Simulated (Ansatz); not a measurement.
Process, species as SMILES: CCOC [methoxyethane] + H+ → CC[OH+]C
Structures are relaxed separately at B3LYP-D3(BJ)/def2-TZVP in Ansatz (a quantum-chemistry and plane-wave program), one conformer each, not searched for the lowest.

Property: proton affinity (electronic energy difference), positive where the reaction releases energy, in kJ/mol. Correlated levels leave the core frozen unless marked. Spin-orbit coupling is left out. No relativistic terms. CBS(X,Y): correlation extrapolated as X^-3; Hartree-Fock from the larger set. The bracket is a focal-point correction in the basis named.

```
level       program  proton affinity (kJ/mol)
----------  -------  ------------------------
HF/6-31G     Ansatz                     876.6
HF/cc-pVTZ   Ansatz                     863.9
```

Task: What does RI-MP2/CBS(cc-pVTZ,cc-pVQZ)+[CCSD(T)-MP2]/cc-pVTZ (Ansatz) give?

Result: 839.5 kJ/mol, so HF/cc-pVTZ differs from it by 24.4 kJ/mol.
